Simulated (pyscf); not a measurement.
9 group-13 steps of one kind (hydrogen abstraction, radical): barrier in eV, from the separated reactants or the lowest minimum found. Structures and frequencies: ωB97X-D3(BJ)/def2-SVP in PySCF. Functionals in def2-TZVP; the last column is ωB97M-D3(BJ)/def2-TZVP. Rows were drawn at random from the steps of this kind and element class whose saddle was verified and whose references are stable.

```csv
step,PBE,r²SCAN,PBE0-D3(BJ),ωB97M-D3(BJ)
[H₃C–Al(CH₃)–NH]• + H₂ → H₃C–Al(CH₃)–NH₂ + H•,0.03,0.16,0.14,0.27
HS–GaH₂ + H• → •S–GaH₂ + H₂,-0.02,-0.09,0.03,0.15
[B=O]• + H₂ -> HB=O + H•,0.04,0.15,0.11,0.18
•O–Al(OH)–F + H₂ -> HO–Al(OH)–F + H•,-0.20,-0.07,-0.02,0.09
Cl–AlH–Cl + CH₃• → [Cl–Al–Cl]• + CH₄,-0.03,0.14,0.08,0.23
H₃C–AlH₂ + H• → •H₂C–AlH₂ + H₂,0.18,0.12,0.28,0.40
•O–AlH₂ + H₂ → HO–AlH₂ + H•,-0.09,0.02,0.05,0.18
H₃C–InH₂ + H• → •H₂C–InH₂ + H₂,0.23,0.17,0.33,0.45
[HB–NH₂]• + H₂ → H₂B–NH₂ + H•,0.15,0.24,0.20,0.28
```

Differences from the last column (eV): PBE: mean -0.22, median -0.22, mean size 0.22, lower in 9 of 9; r²SCAN: mean -0.16, median -0.16, mean size 0.16, lower in 9 of 9; PBE0-D3(BJ): mean -0.11, median -0.12, mean size 0.11, lower in 9 of 9. PBE is closest for row 9 (0.13 eV apart) and farthest for row 4 (0.29 eV). PBE, r²SCAN and M06-2X carry no added dispersion term. The last column is a level with limits of its own. Each barrier is that of the saddle found. Elements up to Kr have no core potential and no relativistic terms here. Elements past Kr carry the def2 core potentials, without spin-orbit coupling.
